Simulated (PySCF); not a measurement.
Molecule: SMILES c1c(F)[nH]cc1, C4H4FN.

Structure with atom numbers: `[F:1][c:2]1[cH:3][cH:4][cH:5][nH:6]1`; H(Xn) means a hydrogen on atom n.

Geometry PBE0-D3(BJ)/def2-SVP throughout; GIAO in PySCF 2.14, gas phase, one conformer, non-relativistic; equivalent atoms averaged; functional PBE0.

For orientation, 6-311+G(2d,p) gives these absolute shieldings σ: F1 326.7, C2 35.8, C4 75.9, C3 98.0, N6 112.0, H(N6) 24.39, H(C4) 25.30, H(C5) 25.28, H(C3) 25.89 ppm.

A run gave: F1 332.1, C2 32.2, C4 74.9, C3 95.6, N6 114.6, H(N6) 26.98, H(C4) 26.80, H(C5) 26.72, H(C3) 27.47 ppm (absolute shieldings σ).

Task: Which basis set was used in that run?
A. 6-31G
B. 6-31G*
C. pcSseg-0
D. cc-pVDZ

Result: C. C2 tells them apart best: pcSseg-0 gives 32.2, 6-31G gives 58.7, 6-31G* gives 57.1, cc-pVDZ gives 53.5 ppm.
